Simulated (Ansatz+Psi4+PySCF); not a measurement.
Results of a calculation; reference values are marked as such.
A run of Psi4 1.11 on doublet CH4S(+) at this shape:

```xyz
6

C    -0.0563    1.1480   -0.0054
S    -0.0579   -0.6641    0.0002
H     1.2758   -0.8172    0.0032
H    -1.0914    1.4671   -0.0081
H     0.4230    1.5534    0.8955
H     0.4307    1.5611   -0.8926
```

Its results:

```json
{
 "Converged": "yes",
 "Total energy": "-437.44710 hartree",
 "Spin squared of the determinant": "0.750"
}
```

Which input gives this output? Name the method, the orbitals and the basis set, and write the input.

ROHF in cc-pVTZ on H, C; cc-pV(T+d)Z on S.

```
molecule {
1 2
C -0.056260 1.148000 -0.005360
S -0.057920 -0.664120 0.000160
H 1.275830 -0.817160 0.003220
H -1.091430 1.467120 -0.008140
H 0.423030 1.553350 0.895490
H 0.430710 1.561080 -0.892590
}

basis {
assign C cc-pVTZ
assign H cc-pVTZ
assign S cc-pV(T+d)Z
}
set reference rohf
set scf_type pk
energy('scf')
```
